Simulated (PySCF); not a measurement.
# Property card for CFCl3, `FC(Cl)(Cl)Cl`

Species: CFCl3.
Z-matrix (Å and degrees, GFN2-xTB geometry), rows numbered from 1:
```
F 
C   1  1.3373
Cl  2  1.7710  1  108.58
Cl  2  1.7710  1  108.55  3   120.02
Cl  2  1.7708  1  108.52  3  -120.01
```

Among its groups: C–F bond and C–Cl bond.

From GFN2-xTB geometry:

```yaml
Point_group_of_the_GFN2-xTB_geometry: C3v
Rotational_constants_A_B_C_of_the_GFN2-xTB_geometry: 2.444, 2.444, 1.709 GHz
```

From B97-2/pcSseg-1 ground state and GIAO shieldings, non-relativistic (PySCF):

```yaml
Dipole_moment: 0.40 D
HOMO_energy: -9.02 eV
LUMO_energy: -1.49 eV
HOMO–LUMO_gap: 7.53 eV
13C_chemical_shifts_computed_TMS_as_zero_by_class: 146.7 (C2) ppm
Isotropic_shieldings_of_nuclei_other_than_C_and_H_by_class: 172 (F1), 389 (Cl3/Cl4/Cl5) ppm
```

Monoisotopic mass from the formula: 135.9050 u.

A dipole of 0.40 D is allowed in C3v, and pure rotational transitions are dipole-allowed. In atomic units the dipole is 0.16 e·bohr (1 au = 2.5417 D). With B = h/(8π²I), that is 505.379 GHz u Å² over I, the principal moments of inertia are 206.7, 206.8 and 295.7 u Å² (most abundant isotopes); the inertial defect Ic − Ia − Ib is -117.8 u Å² (zero for a rigid planar frame, negative otherwise). The rotational constants are those of an oblate symmetric top.

Isolated species at its GFN2-xTB geometry, gas phase. The shieldings hold no spin–orbit term; for a carbon that bears several chlorines this term is known to matter.
